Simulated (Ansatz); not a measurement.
Program: Ansatz. Geometries: PBE0-D4/def2-TZVP. ΔE: electronic, gas phase. CCSD(T)/CBS adds triple-zeta CCSD(T) − MP2 to the extrapolated MP2 energy (def2 sets, frozen cores). This one scheme is used for every species. Double bonds are as drawn, so ΔE can hold a change between cis and trans. DFT in def2-TZVPP. B3LYP here is the variant with VWN-RPA as its local correlation; programs differ in this. Each species was taken in one conformer, which may not be the lowest.

`F/C=C/F` + CH₃OH → `CO/C=C/F` + H–F  (substitution at a C–F bond)

CCSD(T)/CBS gives -0.39 eV.

**Question.** Another level gave -0.33 eV. Which?
A. B3LYP/def2-TZVPP
B. r2SCAN-D4/def2-TZVPP
C. MP2/def2-TZVPP
D. HF/def2-TZVPP

**Answer.** B. r2SCAN-D4 -0.33, HF/def2-TZVPP -0.17, MP2/def2-TZVPP -0.45, B3LYP -0.23 eV.

Largest T1 diagnostic among the species: 0.012.

In def2-TZVPP, CCSD(T) changes the Hartree–Fock value by −0.19 eV (the triples alone add −0.03 eV) and MP2 by −0.28 eV. The D4 term adds −0.07 eV with B3LYP and −0.04 eV with PBE0; it sums over pairs of atoms, weighted by their polarisabilities, and B3LYP, whose exchange is more repulsive, gets the larger term.
